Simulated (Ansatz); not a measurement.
C3H3NO (`C=C1OC1=N`), relaxed with RKS PBE-D4/def2-SVP in Ansatz from a rough embedded geometry. The force threshold is 0.03 eV/Å; the program also tests the step.

Charge 0, multiplicity 1.

Start:

```xyz
8

C    -0.057    0.199    1.536
C    -0.170   -0.024    0.286
O    -1.190   -0.555   -0.434
C    -0.169   -0.225   -1.060
N     0.284   -0.208   -2.271
H     0.920    0.656    1.955
H    -0.815   -0.014    2.292
H     1.197    0.172   -2.303
```

| step | energy (eV) | largest force (eV/Å) | largest move (Å) |
| --- | --- | --- | --- |
| 1 | -6680.6475 | 8.267 | 0.000 |
| 2 | -6681.3543 | 3.619 | 0.050 |
| 3 | -6681.5114 | 0.996 | 0.045 |
| 4 | -6681.5292 | 0.879 | 0.141 |
| 5 | -6681.5561 | 0.351 | 0.070 |
| 6 | -6681.5581 | 0.141 | 0.026 |
| 7 | -6681.5596 | 0.062 | 0.019 |
| 8 | -6681.5599 | 0.006 | 0.010 |

End:

```xyz
8

C    -0.028    0.215    1.595
C    -0.254   -0.061    0.314
O    -1.303   -0.606   -0.476
C    -0.110   -0.200   -1.088
N     0.301   -0.199   -2.274
H     0.932    0.655    1.897
H    -0.792    0.008    2.359
H     1.255    0.188   -2.327
```

Hardware: 2 threads of an Arm Neoverse V2 on a shared host. Wall time 11 s, peak host memory 0.06 GiB.
